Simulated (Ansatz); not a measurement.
# Zone-centre TO phonon frequency of some tetrahedrally bonded semiconductors and semimetals, all zinc-blende

Method: r²SCAN (Ansatz, a quantum-chemistry and plane-wave program, plane waves, PAW). References are measured values at room or unstated temperature, uncorrected unless marked, so that the deviations hold thermal and zero-point effects besides the level's error. The table is a random draw of 8 from 11 solids with such references.

Values in cm⁻¹.

```csv
solid,reference,r²SCAN,deviation (%)
zinc-blende GaP,366,360,-1.6
cubic BN,1055,1044,-1.0
zinc-blende InAs,217,210,-3.2
zinc-blende InP,307,296,-3.6
zinc-blende ZnS,277,273,-1.4
zinc-blende GaSb,224,223,-0.4
zinc-blende CdTe,138,136,-1.4
3C-SiC,796,798,+0.3
```

Over these 8 solids the mean deviation is -1.6 %, the mean absolute deviation 1.6 % (median 1.4 %), and the worst case zinc-blende InP at -3.6 %; the value is too low in 7 of 8 cases. Over all 11, from unrounded values, the mean deviation is -1.4 % and the mean absolute deviation 2.0 % (median 1.7 %).

Spin–orbit coupling is left out, also for the solids with elements from indium on (zinc-blende InAs, zinc-blende InP, zinc-blende GaSb, zinc-blende CdTe); its size isn't shown.

Differences are worked out from the printed values.

Each level is taken at its own relaxed cell. Ansatz's density-functional and Hartree–Fock values are scalar-relativistic unless marked +SOC, with PAW data made under PBE.

Ansatz's runs of these crystals have no spin polarisation.

Not in this set, of the tetrahedrally bonded semiconductors and semimetals with a reference value in our tables and a result at some level: 5 for a reference of another kind, counted apart; 2 for no value at r²SCAN (not run, a failed fit, an unstable or unbound cell, or a value held back for tests); 1 for a doubt noted on the run at r²SCAN; 1 for another kind of cell or another program. These can be a level's best or worst cases. At least 2 more with a reference value are held back for tests. Solids without a released value at any level aren't counted. Layered and molecular crystals are counted apart. The metals Ce to Yb are counted apart.

References as tabulated in Han and Bester (2011), arXiv:1107.0196; Ioffe Institute, NSM Archive: BN, mechanic properties page; arXiv:1704.04770; Ioffe Institute, NSM Archive: InP, mechanic properties page and others.
